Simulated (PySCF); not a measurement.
Gas-phase reaction: 4 SiHCl₂ + SiHCl ⇌ Si₂H₅ + 3 SiCl₃

Computed with PySCF (xtb for GFN2) and rigid-rotor harmonic-oscillator thermochemistry at 1 bar. † marks an energy on the PBE0/def2-TZVP geometry and frequencies; other levels use their own. 6-31G* has spherical d functions here. Open shells (unrestricted): SiHCl₂ (multiplicity 2), Si₂H₅ (multiplicity 2), SiCl₃ (multiplicity 2); the rest are closed-shell singlets. GFN2 has no spin-polarisation term. B3LYP is the form with VWN-RPA correlation. SiHCl₂, SiHCl, Si₂H₅: computed as isolated molecules; such fragments, hydroxides, amides, oligomers or adducts are transient or little studied in the gas.

```
level               ΔH°(298 K), kJ
------------------  --------------
B3LYP/6-31G*                  -180
BLYP/def2-TZVP†                ___
GFN2-xTB                       -75
HF/6-31G*                      ___
HF/def2-TZVP†                 -167
PBE/def2-TZVP†                 ___
PBE0/def2-TZVP                -214
r2SCAN/def2-TZVP†              ___
ωB97M-V/def2-TZVP†            -197
ωB97X-V/def2-TZVP†            -214
```

### Question
Fill in the missing entries.

### Answer

- BLYP/def2-TZVP†, ΔH°(298 K), kJ: -166
- HF/6-31G*, ΔH°(298 K), kJ: -160
- PBE/def2-TZVP†, ΔH°(298 K), kJ: -206
- r2SCAN/def2-TZVP†, ΔH°(298 K), kJ: -229
